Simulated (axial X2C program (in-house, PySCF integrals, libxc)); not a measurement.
# All-electron X2C curves of NB⁺

Aim: find the lowest determinant of NB⁺, scan the bond at several levels and fit the constants, once spin-free and once with spin–orbit coupling.

Method: all-electron X2C, N dyall-av3z, B dyall-v3z; program: an in-house X2C program for linear molecules on PySCF integrals.

All values are calculated.

## 1. Input

The input, task.json:

```json
{"zs": [7, 5], "q": 1, "bas": ["dyall-av3z", "dyall-v3z"], "levels": ["PBE0", "HF", "BLYP"], "cc": true, "r0": 1.38, "thr": -2.0, "nmax": 90, "npts": 10, "nst": 2, "ntry": 6}
```

Keys: zs atomic numbers; q charge; bas basis sets; levels methods (HF also brings MP2); cc coupled cluster on or off; r0 starting distance in Å; thr threshold in hartree for freezing inner shells (an s shell follows its p shell); nmax most natural virtual spinors; npts points asked for on the curve; nst determinants followed; ntry starts of the search.

On the command line:

```bash
$ python so2c.py task.json out
```

Spin-free means the one-electron spin-free X2C Hamiltonian; two-component (2c) means X2C with spin–orbit coupling and atomic mean-field two-electron Coulomb and Gaunt terms. Basis: N dyall-av3z contracted to [7s7p3d2f], B dyall-v3z contracted to [7s6p2d1f]; Gaussian nuclei, density fitting. Masses: N 14.003 u, B 11.009 u.

Notation: σ, π±, δ± give the projection m of an orbital's angular momentum (0, ±1, ±2), α and β its spin, Λ and M_S the sums; ω is the projection of a spinor's total angular momentum and Ω the sum. Logs are in hartree.

The results follow Hamiltonian by Hamiltonian and level by level.

## 2. Which state to follow

PBE0 moves the distance from 1.380 Å to 1.437 Å and compares determinants there.

Spin-free determinants:

| ΔE (eV) | state | open shells |
| --- | --- | --- |
| 0.00 | M_S = 3/2, Λ = 0 | beyond closed shells: σα, π+α, π-α |
| 0.31 | M_S = 1/2, Λ = 0 | beyond closed shells: σβ, π+α, π-α |
| 1.23 | M_S = 1/2, Λ = 1 | beyond closed shells: π+α, π+β, π-α |
| 1.61 | M_S = 1/2, Λ = 2 | beyond closed shells: σα, π+α, π+β |
| 1.61 | M_S = 1/2, Λ = 0 | beyond closed shells: σα, π+α, π-β |
| 2.18 | M_S = 3/2, Λ = 1 | beyond closed shells: 2 × σα, π+α, π+β, π-α |
| 4.94 | M_S = 3/2, Λ = 1 | beyond closed shells: 2 × π+α, π-α |

Two-component determinants:

```
ΔE (eV)    state                                  open shells
   0.00  Ω = 3/2                excess of +ω over −ω: ω = 3/2
   0.31  Ω = 1/2  excess of +ω over −ω: 2 × ω = -1/2, ω = 3/2
   1.23  Ω = 1/2                excess of +ω over −ω: ω = 1/2
   1.60  Ω = 1/2                excess of +ω over −ω: ω = 1/2
   1.61  Ω = 5/2   excess of +ω over −ω: 2 × ω = 1/2, ω = 3/2
   4.95  Ω = 5/2  excess of +ω over −ω: ω = -1/2, 2 × ω = 3/2
```

## 3. PBE0, spin-free

State followed: M_S = 3/2, Λ = 0 (beyond closed shells: σα, π+α, π-α). The scan is laid around 1.437 Å, a first estimate of the minimum, and this SCF restarts from the orbitals of the search.

Output at 1.437 Å:

```text
spin-free X2C-1e  PBE0
basis functions 99  fitting functions 555  grid points 4349
iter        total energy     max residual
   1        -78.966858747     4.05e-05
   2        -78.966858762     1.70e-05
   3        -78.966858764     1.54e-05
converged
one-electron -127.77683693  Coulomb 46.33366875  exact exchange -2.53561220  xc functional -7.87687615  nuclear repulsion 12.88879776
```

Along the bond, energies from the lowest point:

| R (Å) | E (eV) | μ (D) | HOMO (eV) | LUMO (eV) | iterations |
| --- | --- | --- | --- | --- | --- |
| 1.250 | 0.8132 | 2.46 | -18.43 | -14.86 | 22 |
| 1.308 | 0.3373 | 2.58 | -18.38 | -14.45 | 21 |
| 1.351 | 0.1334 | 2.67 | -18.34 | -14.16 | 19 |
| 1.394 | 0.0287 | 2.76 | -18.29 | -13.89 | 19 |
| 1.437 | 0.0000 | 2.83 | -18.24 | -13.64 | 3 |
| 1.487 | 0.0373 | 2.91 | -18.18 | -13.36 | 20 |
| 1.538 | 0.1271 | 2.96 | -18.12 | -13.11 | 19 |
| 1.602 | 0.2881 | 2.99 | -18.03 | -12.82 | 20 |
| 1.681 | 0.5111 | 2.98 | -17.92 | -12.57 | 21 |
| 1.796 | 0.8192 | 2.92 | -17.77 | -12.51 | 27 |

Dipoles are positive if B is the positive end and refer to the centre of mass.

Outer orbitals at the reference distance:

| symmetry | occupied | ε (eV) | atomic character |
| --- | --- | --- | --- |
| σα | yes | -34.20 | 59% N s, 16% B p, 12% B s |
| σβ | yes | -30.60 | 55% N s, 18% B p, 14% B s |
| σα | yes | -21.48 | 56% N p, 23% B s, 13% N s |
| π+α | yes | -20.04 | 76% N p, 17% B p, 4% B d |
| π-α | yes | -20.04 | 76% N p, 17% B p, 4% B d |
| σβ | yes | -19.32 | 64% N p, 17% N s, 11% B s |
| σα | yes | -18.24 | 41% B p, 27% B s, 22% N p |
| π+β | no | -13.64 | 61% N p, 32% B p, 4% B d |
| π-β | no | -13.64 | 61% N p, 32% B p, 4% B d |
| σβ | no | -12.26 | 38% B s, 35% B p, 14% N p |
| π+α | no | -10.48 | 63% B p, 16% N p, 11% N d |

PBE0 fields in the half plane through the axis: z from -2.4 to 3.6 Å across, distance from the axis 0.15 to 2.25 Å upwards; N lies at z = 0 and B at z = 1.437 Å; the ELF is damped to zero where the density is low.

log10 density (e/bohr³). Ten even steps from ' ' (-6.17 ) to '@' (0.66 ):
```
    ....::::::::----------------::::::....
  ....::::----------========--------::::..
....::----========================----::::
..::----====++++++++++++++++++++++====--::
..::--==++++********************++++==----
::--====++**##############********++====--
::--==++****##%%%%%%############****++==--
::--==++**##%%%%@@%%%%%%%%@@####****++==--
```

ELF. Ten even steps from ' ' (0.00 ) to '@' (1.00 ):
```
                                          
                                          
            ......      ..::--++==..      
        ..--====--::::::::==##%%%%##--    
      ..==**####**++======**@@@@@@@@%%::  
      ==##%%%%%%########++**@@@@@@@@@@**  
    ..++%%@@@@@@**##%%%%..  **@@@@@@@@%%..
    ::**@@@@@@==%%--@@%%--@@::@@@@@@@@@@::
```

Re = 1.435 Å, ωe = 1168 cm⁻¹, ωexe = 18.5 cm⁻¹, Be = 1.328 cm⁻¹, De = 2.22 eV, μ = 2.83 D.

## 4. HF, spin-free

Output at 1.437 Å:

```text
spin-free X2C-1e  HF
basis functions 99  fitting functions 555  grid points 4349
iter        total energy     max residual
   1        -78.696819220     9.21e-02
   2        -78.707325963     9.59e-03
   3        -78.708529001     6.87e-03
   4        -78.708708395     2.43e-03
   5        -78.708732896     5.73e-04
   6        -78.708736767     3.22e-04
   7        -78.708737811     1.30e-04
   8        -78.708738056     6.28e-05
   9        -78.708738123     3.25e-05
  10        -78.708738137     1.37e-05
  11        -78.708738140     3.15e-06
  12        -78.708738140     9.14e-07
converged
one-electron -127.76489762  Coulomb 46.36056790  exact exchange -10.19320618  xc functional 0.00000000  nuclear repulsion 12.88879776
```

No constants are quoted: the solution changes its character somewhere along the scan, so the fit is set aside.

## 5. BLYP, spin-free

Output at 1.437 Å:

```text
spin-free X2C-1e  BLYP
basis functions 99  fitting functions 555  grid points 4349
iter        total energy     max residual
   1        -79.051056808     6.61e-02
   2        -79.053351812     1.07e-02
   3        -79.053807324     6.20e-03
   4        -79.053903152     9.31e-04
   5        -79.053911124     1.93e-04
   6        -79.053911274     5.29e-05
   7        -79.053911291     8.75e-06
   8        -79.053911291     1.36e-06
converged
one-electron -127.79551807  Coulomb 46.35062640  exact exchange 0.00000000  xc functional -10.49781738  nuclear repulsion 12.88879776
```

Re = 1.461 Å, ωe = 1075 cm⁻¹, ωexe = 15.8 cm⁻¹, Be = 1.282 cm⁻¹, De = 2.37 eV, μ = 2.61 D.

## 6. MP2 and beyond, spin-free

Correlated methods: 7 electrons correlated (frozen shells, counted by type: N 1 s; B 1 s), 177 virtual spinors in MP2, 83 natural virtuals in coupled cluster.

Output of the correlated part at 1.437 Å:

```text
correlated 7  virtual 177  natural virtual 83  E(MP2) -0.161229749  MP2 remainder -0.002420483
iter   CCSD correlation   residual
   1     -0.173659880   9.04e-02
   2     -0.180275969   4.51e-02
   3     -0.182338777   2.17e-02
   4     -0.182594173   9.48e-03
   5     -0.182713192   3.30e-03
   6     -0.182713401   1.50e-03
   7     -0.182711411   6.75e-04
   8     -0.182713946   2.25e-04
   9     -0.182712328   7.80e-05
  10     -0.182713178   2.44e-05
  11     -0.182713418   9.25e-06
  12     -0.182713582   3.06e-06
  13     -0.182713621   1.15e-06
  14     -0.182713629   4.70e-07
(T) -0.007577084  T1 0.0404  D1 0.0711  max T2 0.049
```

T1 in the output is the amplitude norm over the root of the electron number; divide by √2 for the Lee–Taylor value.

MP2: No constants are quoted: the reference changes its character somewhere along the scan, so the fit is set aside.

CCSD: No constants are quoted: the reference changes its character somewhere along the scan, so the fit is set aside.

CCSD(T): No constants are quoted: the reference changes its character somewhere along the scan, so the fit is set aside.

## 7. A higher determinant, spin-free

State: M_S = 1/2, Λ = 0 (beyond closed shells: σβ, π+α, π-α).

Output at the reference distance:

```text
spin-free X2C-1e  PBE0
basis functions 99  fitting functions 555  grid points 4349
iter        total energy     max residual
   1        -78.955535536     2.01e-05
   2        -78.955535538     7.77e-06
converged
one-electron -127.77843092  Coulomb 46.34215825  exact exchange -2.53430578  xc functional -7.87375485  nuclear repulsion 12.88879776
```

| R (Å) | E above the lowest PBE0 point (eV) |
| --- | --- |
| 1.250 | 1.185 |
| 1.308 | 0.686 |
| 1.351 | 0.466 |
| 1.394 | 0.348 |
| 1.437 | 0.308 |
| 1.487 | 0.337 |
| 1.538 | 0.426 |
| 1.602 | 0.597 |
| 1.681 | 0.855 |

Re = 1.442 Å, ωe = 1177 cm⁻¹, ωexe = 13.1 cm⁻¹, Be = 1.316 cm⁻¹, μ = 2.92 D. ⟨S²⟩ = 1.76 against 0.75 for a pure state, so this determinant mixes spins. Te = 0.31 eV.

## 8. The spin-free curves together

Energy (eV) of the followed determinant, spin-free, from each level's lowest point:

| R (Å) | PBE0 | HF (jumps) | MP2 (its reference jumps) | CCSD (its reference jumps) | CCSD(T) (its reference jumps) | BLYP |
| --- | --- | --- | --- | --- | --- | --- |
| 1.250 | 0.813 | 0.664 | 0.812 | n/a | n/a | 0.943 |
| 1.308 | 0.337 | 0.236 | 0.333 | 0.385 | 0.421 | 0.430 |
| 1.351 | 0.133 | 0.069 | 0.129 | 0.167 | 0.192 | 0.197 |
| 1.394 | 0.029 | 0.000 | 0.025 | 0.047 | 0.060 | 0.061 |
| 1.437 | 0.000 | 0.003 | 0.000 | 0.000 | 0.001 | 0.000 |
| 1.487 | 0.037 | 0.070 | 0.044 | 0.010 | 0.000 | 0.001 |
| 1.538 | 0.127 | 0.174 | 0.144 | 0.065 | 0.047 | 0.057 |
| 1.602 | 0.288 | 0.322 | 0.325 | 0.167 | 0.146 | 0.182 |
| 1.681 | 0.511 | 0.466 | 0.570 | n/a | n/a | 0.377 |
| 1.796 | 0.819 | 0.572 | 0.848 | n/a | n/a | 0.680 |

## 9. PBE0, 2c

State followed: Ω = 3/2 (excess of +ω over −ω: ω = 3/2). The scan is laid around 1.437 Å, a first estimate of the minimum, and this SCF restarts from the orbitals of the search.

Output at 1.437 Å:

```text
two-component X2C + atomic mean field  PBE0
basis functions 99  fitting functions 555  grid points 4349
iter        total energy     max residual
   1        -78.963450681     2.70e-05
   2        -78.963450693     1.76e-05
   3        -78.963450700     2.00e-05
   4        -78.963450701     2.58e-06
converged
one-electron -127.76823010  Coulomb 46.33122493  exact exchange -2.53546348  xc functional -7.87641143  nuclear repulsion 12.88879776  atomic mean-field constant -0.00336838
```

Along the bond, energies from the lowest point:

| R (Å) | E (eV) | μ (D) | HOMO (eV) | LUMO (eV) | iterations |
| --- | --- | --- | --- | --- | --- |
| 1.250 | 0.8137 | 2.46 | -18.43 | -14.86 | 28 |
| 1.308 | 0.3376 | 2.58 | -18.38 | -14.45 | 25 |
| 1.351 | 0.1336 | 2.67 | -18.33 | -14.17 | 23 |
| 1.394 | 0.0288 | 2.76 | -18.29 | -13.89 | 22 |
| 1.437 | 0.0000 | 2.83 | -18.24 | -13.64 | 4 |
| 1.487 | 0.0372 | 2.91 | -18.18 | -13.37 | 20 |
| 1.538 | 0.1270 | 2.96 | -18.12 | -13.12 | 20 |
| 1.602 | 0.2880 | 2.99 | -18.03 | -12.83 | 21 |
| 1.681 | 0.5110 | 2.98 | -17.92 | -12.56 | 22 |
| 1.796 | 0.8192 | 2.92 | -17.76 | -12.50 | 26 |

Dipoles are positive if B is the positive end and refer to the centre of mass.

Outer spinors at the reference distance:

```csv
ω,occupied,ε (eV),atomic character,λ mixture
1/2,yes,-34.20,"59% N s, 16% B p, 12% B s",100% σ
-1/2,yes,-30.60,"55% N s, 18% B p, 14% B s",100% σ
1/2,yes,-21.48,"56% N p, 23% B s, 13% N s",100% σ
-1/2,yes,-20.05,"76% N p, 17% B p, 4% B d",100% π
3/2,yes,-20.04,"76% N p, 18% B p, 4% B d",100% π
-1/2,yes,-19.32,"64% N p, 17% N s, 11% B s",100% σ
1/2,yes,-18.24,"41% B p, 27% B s, 22% N p",100% σ
1/2,no,-13.64,"61% N p, 32% B p, 4% B d",100% π
-3/2,no,-13.63,"61% N p, 32% B p, 4% B d",100% π
-1/2,no,-12.26,"38% B s, 35% B p, 14% N p",100% σ
-1/2,no,-10.48,"63% B p, 16% N p, 11% N d",100% π
```

PBE0 fields in the half plane through the axis: z from -2.4 to 3.6 Å across, distance from the axis 0.15 to 2.25 Å upwards; N lies at z = 0 and B at z = 1.437 Å; the ELF is damped to zero where the density is low.

log10 density (e/bohr³). Ten even steps from '0' (-6.17 ) to '9' (0.66 ):
```
001122223333333322211
011223333344443333221
112334444444444443322
123344555555555554432
123455666666666655433
234456777777766665443
234566788877777766543
234567889888897766543
```

ELF. Ten even steps from '0' (0.00 ) to '9' (1.00 ):
```
000000000000000000000
000000000000000000000
000000111000123541000
000013443222247887300
000146776544469999820
000478887777569999960
001589996788106999981
002699948398392999992
```

Re = 1.435 Å, ωe = 1168 cm⁻¹, ωexe = 18.5 cm⁻¹, Be = 1.328 cm⁻¹, De = 2.22 eV, μ = 2.83 D.

## 10. HF, 2c

The SCF at the reference distance of 1.437 Å:

```text
two-component X2C + atomic mean field  HF
basis functions 99  fitting functions 555  grid points 4349
iter        total energy     max residual
   1        -78.693429726     9.22e-02
   2        -78.703932117     9.82e-03
   3        -78.705134509     6.87e-03
   4        -78.705313660     2.42e-03
   5        -78.705338129     5.72e-04
   6        -78.705341994     3.22e-04
   7        -78.705343036     1.30e-04
   8        -78.705343281     6.05e-05
   9        -78.705343347     3.25e-05
  10        -78.705343362     1.37e-05
  11        -78.705343364     3.23e-06
  12        -78.705343365     1.39e-06
converged
one-electron -127.75614301  Coulomb 46.35794018  exact exchange -10.19256992  xc functional 0.00000000  nuclear repulsion 12.88879776  atomic mean-field constant -0.00336838
```

No constants are quoted: the solution changes its character somewhere along the scan, so the fit is set aside.

## 11. BLYP, 2c

The SCF at the reference distance of 1.437 Å:

```text
two-component X2C + atomic mean field  BLYP
basis functions 99  fitting functions 555  grid points 4349
iter        total energy     max residual
   1        -79.047628008     6.61e-02
   2        -79.049919377     1.08e-02
   3        -79.050377750     6.22e-03
   4        -79.050474291     9.36e-04
   5        -79.050482296     1.94e-04
   6        -79.050482449     5.33e-05
   7        -79.050482466     9.47e-06
   8        -79.050482467     4.31e-06
converged
one-electron -127.78676658  Coulomb 46.34801238  exact exchange 0.00000000  xc functional -10.49715764  nuclear repulsion 12.88879776  atomic mean-field constant -0.00336838
```

Re = 1.461 Å, ωe = 1074 cm⁻¹, ωexe = 15.2 cm⁻¹, Be = 1.282 cm⁻¹, De = 2.37 eV, μ = 2.61 D.

## 12. Correlated methods, 2c

Correlated methods: 7 electrons correlated (frozen shells, counted by type: N 1 s; B 1 s), 177 virtual spinors in MP2, 83 natural virtuals in coupled cluster.

Output of the correlated part at 1.437 Å:

```text
correlated 7  virtual 177  natural virtual 83  E(MP2) -0.161220338  MP2 remainder -0.002420097
iter   CCSD correlation   residual
   1     -0.173651191   9.04e-02
   2     -0.180266436   4.51e-02
   3     -0.182328280   2.17e-02
   4     -0.182583662   9.48e-03
   5     -0.182702680   3.30e-03
   6     -0.182702883   1.50e-03
   7     -0.182700914   6.75e-04
   8     -0.182703446   2.26e-04
   9     -0.182701826   7.94e-05
  10     -0.182702673   2.74e-05
  11     -0.182702926   1.39e-05
  12     -0.182703131   8.92e-06
  13     -0.182703198   6.79e-06
  14     -0.182703178   4.32e-06
(T) -0.007576317  T1 0.0404  D1 0.0711  max T2 0.049
```

MP2: No constants are quoted: the reference changes its character somewhere along the scan, so the fit is set aside.

CCSD: No constants are quoted: the reference changes its character somewhere along the scan, so the fit is set aside.

CCSD(T): No constants are quoted: the reference changes its character somewhere along the scan, so the fit is set aside.

## 13. A higher determinant, 2c

State: Ω = 1/2 (excess of +ω over −ω: 2 × ω = -1/2, ω = 3/2).

Output at the reference distance:

```text
two-component X2C + atomic mean field  PBE0
basis functions 99  fitting functions 555  grid points 4349
iter        total energy     max residual
   1        -78.952127075     2.37e-05
   2        -78.952127080     1.24e-05
converged
one-electron -127.76953854  Coulomb 46.33937982  exact exchange -2.53414368  xc functional -7.87325406  nuclear repulsion 12.88879776  atomic mean-field constant -0.00336838
```

| R (Å) | E above the lowest PBE0 point (eV) |
| --- | --- |
| 1.250 | 1.186 |
| 1.308 | 0.686 |
| 1.351 | 0.466 |
| 1.394 | 0.348 |
| 1.437 | 0.308 |
| 1.487 | 0.337 |
| 1.538 | 0.426 |
| 1.602 | 0.597 |
| 1.681 | 0.854 |

Re = 1.442 Å, ωe = 1177 cm⁻¹, ωexe = 13.1 cm⁻¹, Be = 1.316 cm⁻¹, μ = 2.92 D. Te = 0.31 eV.

## 14. The 2c curves together

Energy (eV) of the followed determinant, 2c, from each level's lowest point:

| R (Å) | PBE0 | HF (jumps) | MP2 (its reference jumps) | CCSD (its reference jumps) | CCSD(T) (its reference jumps) | BLYP |
| --- | --- | --- | --- | --- | --- | --- |
| 1.250 | 0.814 | 0.664 | 0.813 | n/a | n/a | 0.937 |
| 1.308 | 0.338 | 0.236 | 0.333 | 0.385 | 0.421 | 0.431 |
| 1.351 | 0.134 | 0.069 | 0.129 | 0.168 | 0.192 | 0.197 |
| 1.394 | 0.029 | 0.000 | 0.025 | 0.047 | 0.060 | 0.061 |
| 1.437 | 0.000 | 0.003 | 0.000 | 0.000 | 0.002 | 0.000 |
| 1.487 | 0.037 | 0.070 | 0.044 | 0.010 | 0.000 | 0.001 |
| 1.538 | 0.127 | 0.174 | 0.144 | 0.065 | 0.047 | 0.057 |
| 1.602 | 0.288 | 0.322 | 0.325 | 0.167 | 0.146 | 0.182 |
| 1.681 | 0.511 | 0.466 | 0.570 | n/a | n/a | 0.377 |
| 1.796 | 0.819 | 0.572 | 0.848 | n/a | n/a | 0.680 |

Time for the job: 1.7 min (1 thread of Arm Neoverse N1, shared host); peak memory 0.37 GiB.

## 15. Results

Lowest determinant that the search found at its distance, spin-free: M_S = 3/2, Λ = 0 (beyond closed shells: σα, π+α, π-α).

Lowest determinant that the search found at its distance, 2c: Ω = 3/2 (excess of +ω over −ω: ω = 3/2).

| Hamiltonian | level | Re (Å) | ωe (cm⁻¹) | De (eV) | μ (D) |
| --- | --- | --- | --- | --- | --- |
| spin-free | PBE0 | 1.435 | 1168 | 2.22 | 2.83 |
| spin-free | BLYP | 1.461 | 1075 | 2.37 | 2.61 |
| 2c | PBE0 | 1.435 | 1168 | 2.22 | 2.83 |
| 2c | BLYP | 1.461 | 1074 | 2.37 | 2.61 |

Dipoles are positive if B is the positive end and refer to the centre of mass. No constants: spin-free HF (the solution changes its character somewhere along the scan, so the fit is set aside); spin-free MP2 (the reference changes its character somewhere along the scan, so the fit is set aside); spin-free CCSD (the reference changes its character somewhere along the scan, so the fit is set aside); spin-free CCSD(T) (the reference changes its character somewhere along the scan, so the fit is set aside); 2c HF (the solution changes its character somewhere along the scan, so the fit is set aside); 2c MP2 (the reference changes its character somewhere along the scan, so the fit is set aside); 2c CCSD (the reference changes its character somewhere along the scan, so the fit is set aside); 2c CCSD(T) (the reference changes its character somewhere along the scan, so the fit is set aside).

Time per point (s) on 1 thread of Arm Neoverse N1, shared host (2c runs); the times are rough: PBE0 0.61, BLYP 0.53.

**Reading.** At PBE0, going from spin-free to two-component changes Re by 0 mÅ, ωe by 0.0 %, which is small (part of it comes from the scalar share of the two-electron terms). De moves by 0.00 eV; both De rest on single-determinant atoms, which can miss part of an open shell's spin–orbit lowering.

De refers to N + B+, each in the lowest determinant found, which need not be this curve's own limit. The state is a single determinant with fixed occupations, the lowest that a limited PBE0 search found. De is counted from the lowest determinant-based energies of the atoms at the same level, without counterpoise correction. Density functionals use the spin component along the axis (collinear). With several unpaired electrons one determinant need not be a pure state. At some level an empty orbital lies below a filled one.
